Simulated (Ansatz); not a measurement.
Run this with Ansatz 0.2.0, Python API and show what comes out.

The script, `cl2si.py`:
```python
"""Relax Cl2Si cheaply, then refine its energy."""

import itertools

import ansatz as az
from ase.data import atomic_numbers, covalent_radii
import numpy as np

geometry_ang = [
    ("Cl", (0.21015, 1.75807, 0.30937)),
    ("Si", (-0.62053, -0.00844, -0.34006)),
    ("Cl", (0.41038, -1.74963, 0.03069)),
]
molecule = az.Crystal.molecule()
for symbol, xyz in geometry_ang:
    molecule = molecule.atom(symbol, xyz)

calc = (
    molecule.calculation()
    .basis(gaussian="def2-SVP")
    .functional("r2scan")
)
symbols = [site.symbol for site in molecule.cartesian_sites]
start = np.array([site.position_ang for site in molecule.cartesian_sites], dtype=float)
rep = calc.relax(force_tolerance=0.01).run().report
end = np.array(rep["positions_ang"])
# pairs closer than 1.2 times the sum of covalent radii, before or after
radius = [covalent_radii[atomic_numbers[s]] for s in symbols]
span = lambda where, i, j: np.linalg.norm(where[i] - where[j])
bonded = [(i, j) for i, j in itertools.combinations(range(len(symbols)), 2) if min(span(start, i, j), span(end, i, j)) < 1.2 * (radius[i] + radius[j])]
print("pair        before    after (A)")
for i, j in bonded:
    print(f"{symbols[i]}{i}-{symbols[j]}{j}".ljust(10), f"{span(start, i, j):8.4f} {span(end, i, j):8.4f}")

minimum = az.Crystal.molecule()
for symbol, place in zip(symbols, end):
    minimum = minimum.atom(symbol, place.tolist())
at_minimum = minimum.calculation()
# MP2 extrapolated to the basis limit, plus the small-basis difference CCSD(T) - MP2
level = lambda method, basis: at_minimum.basis(gaussian=basis).correlation(method).run().report
small, large, cluster = level("mp2", "cc-pVDZ"), level("mp2", "cc-pVTZ"), level("ccsd_t", "cc-pVDZ")
corr = lambda each: (each["free_energy_ev"] - each["reference_energy_ev"]) / 27.211386246
mp2_limit = (27 * corr(large) - 8 * corr(small)) / 19
pieces = {"HF / cc-pVTZ": large["reference_energy_ev"] / 27.211386246, "MP2 correlation, DZ-TZ limit": mp2_limit, "CCSD(T) - MP2 / cc-pVDZ": corr(cluster) - corr(small)}
for name, value in pieces.items():
    print(f"{name:32s} {value:14.6f} Ha")
print(f"{'sum':32s} {sum(pieces.values()):14.6f} Ha")
print("T1 diagnostic", round(cluster["correlation"]["coupled_cluster"]["t1_diagnostic"], 4))
```

Output of `python cl2si.py`:
```text
pair        before    after (A)
Cl0-Si1      2.0573   2.0989
Si1-Cl2      2.0572   2.0989
HF / cc-pVTZ                       -1208.055085 Ha
MP2 correlation, DZ-TZ limit          -0.523364 Ha
CCSD(T) - MP2 / cc-pVDZ               -0.043727 Ha
sum                                -1208.622177 Ha
T1 diagnostic 0.0139
```

What to keep in mind:
- The settings weren't tested for convergence.
- The sum leaves out core correlation, relativity, the Hartree-Fock basis error and zero-point energy; a DZ-TZ extrapolation is rough.
- Inner cores stay frozen, so this is valence correlation.
- For Al to Cl the sets with a tight d function, cc-pV(X+d)Z, are usual.
- An extrapolation from small basis sets is rough.
- Hardware and time: 15 s on 1 thread of Arm Neoverse V1, with other jobs on the host, peak memory 0.24 GiB.

(A comment or docstring line of the script was reworded after the run, the code is as it ran; lines on the test bed's own set-up are left out of the output.)
